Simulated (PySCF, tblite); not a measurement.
# Complex of acetylene and methanimine

A gas-phase complex of acetylene and methanimine; neutral, singlet. The structure comes from a short search (6 tight-binding starts) and was relaxed by PBE0-D3(BJ)/def2-SVPD; another way of binding may lie lower. Frequencies by PBE0-D3(BJ)/def2-SVPD show no clear imaginary mode.

Parts: 1 = acetylene (C#C), atoms 1–4; 2 = methanimine (C=N), atoms 5–9.

```xyz
9

C     0.636   -0.059    0.004
C    -0.557   -0.169   -0.163
H     1.695    0.035    0.154
H    -1.626   -0.265   -0.317
C    -3.920    0.910   -1.554
N    -3.697   -0.113   -0.845
H    -4.910    1.196   -1.944
H    -3.080    1.572   -1.809
H    -4.545   -0.655   -0.670
```
Atoms count from 1 in this order.

```tsv
contact	kind (by geometry)	distance (Å)	angle (°)
H4···N6	C–H hydrogen bond	2.143	169
```

Interaction energies are complex less parts, with the parts frozen as they stand in it; counterpoise-corrected, in kcal/mol (PySCF).

Task: How strongly do the parts interact, level by level?

Result: 
```tsv
level	interaction	superposition error removed
wB97M-D3(BJ)/def2-TZVPD	-3.93	-0.09
PBE0-D3(BJ)/def2-TZVPD	-4.33	-0.07
```

Task: What holds them together? Decompose the wB97M-D3(BJ)/def2-TZVPD energy: frozen parts, their antisymmetrised product, then relaxation.

Result: electrostatic -6.8, Pauli repulsion +6.5, orbital relaxation -2.8, dispersion correction -1.0 kcal/mol, which sum to the value before the counterpoise correction; the Pauli term holds the exchange-correlation of the frozen density too. Of the attraction, 65 % is electrostatic, 26 % is orbital relaxation, 9 % is dispersion correction.

The parts were also relaxed and run alone, at the levels used for the complex: vibrations by PBE0-D3(BJ)/def2-SVPD; shieldings by PBE0/pcSseg-2.

Task: How do these values change when the complex forms?

Result: 
| property | alone | in the complex | change |
| --- | --- | --- | --- |
| C2–H4 bond (Å) | 1.074 | 1.084 | +0.011 |
| stretch carried by H4 (cm⁻¹, harmonic) | 3418, 3525 | 3283 | -188 from the mean |
| its infrared intensity (km/mol) | 101, 0 | 470 |  |
| shielding of H4 (ppm) | 29.92 | 27.01 | -2.91 |
| shielding of N6 (ppm) | -129.1 | -117.1 | +12.1 |
| shielding of C2 (ppm) | 107.6 | 101.0 | -6.6 |

Task: What are the binding energy from relaxed parts (wB97M-D3(BJ)/def2-TZVPD), and ΔH and ΔG of association at 298.15 K and 1 atm?

Result: -3.71 kcal/mol, -2.40 with zero-point energy; ΔH -2.4 and ΔG +4.3 kcal/mol, from harmonic vibrations by PBE0-D3(BJ)/def2-SVPD with low modes damped.

The 4 runs behind this took 6.2 min in all, one thread each of Arm Neoverse V1 on a shared host, launched as `OMP_NUM_THREADS=1 python cluster_run.py task.json out`.
